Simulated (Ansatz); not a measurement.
N2H4 (hydrazine): where methods fail along a bond

N2H4 has 6 atoms, charge 0, and is taken as a singlet. SMILES: `NN`. The shape is that of a PBE0-D4/def2-TZVP optimisation. This is one conformer, not always the lowest.

```xyz
6

N    -0.1351   -0.7017    0.1959
N     0.4473    0.5838    0.0899
H    -1.0762   -0.7376   -0.1805
H     0.4387   -1.3522   -0.3227
H     0.1039    1.1047   -0.7097
H     0.2215    1.1029    0.9271
```

The N2–H5 distance is scanned; the parts on either side stay rigid. Basis STO-3G, 2 core orbitals frozen in the correlated methods; program Ansatz 0.2.0. FCI is exact within this basis and core. Energies in eV from each method's value at 1.014 Å; methods without a U are spin-restricted. The shape above is that at 1.014 Å.

| distance (Å) | B3LYP | wB97M-V | HSE06 | CCSD(T) | BCCD(T) | FCI |
| --- | --- | --- | --- | --- | --- | --- |
| 1.014 | 0.00 | 0.00 | 0.00 | 0.00 | 0.00 | 0.00 |
| 1.268 | 0.59 | 0.67 | 0.66 | 0.54 | 0.54 | 0.54 |
| 1.521 | 2.03 | 2.23 | 2.19 | 1.89 | 1.89 | 1.87 |
| 2.028 | 4.61 | 5.12 | 4.92 | 3.60 | 3.61 | 3.59 |
| 2.536 | 6.18 | 7.04 | 6.55 | 3.94 | 3.98 | 4.01 |

Departure from the FCI curve at its largest: B3LYP +2.17 eV at 2.54 Å; wB97M-V +3.03 eV at 2.54 Å; HSE06 +2.54 eV at 2.54 Å; CCSD(T) -0.07 eV at 2.54 Å; BCCD(T) -0.02 eV at 2.54 Å. Restricted functionals keep the electrons paired too, and rise too high.
